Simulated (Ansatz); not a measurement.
`C1COCOC1`, charge 0, multiplicity 1.

Give a relaxed structure at PBE0-D4/def2-TZVP (Ansatz 0.2.0). (Estimate.)

Ansatz gave: 
```xyz
14

C     0.228   -1.243   -0.127
C     1.122   -0.225    0.580
O     0.986    1.033   -0.053
C    -0.288    1.570    0.160
O    -1.284    0.588    0.218
C    -0.991   -0.488   -0.653
H    -0.068   -2.028    0.575
H     0.756   -1.721   -0.956
H     2.177   -0.491    0.521
H     0.851   -0.143    1.641
H    -0.342    2.106    1.118
H    -0.461    2.266   -0.673
H    -1.882   -1.114   -0.685
H    -0.804   -0.110   -1.667
```
Point group C2.
This is one stationary point; other conformers may exist.
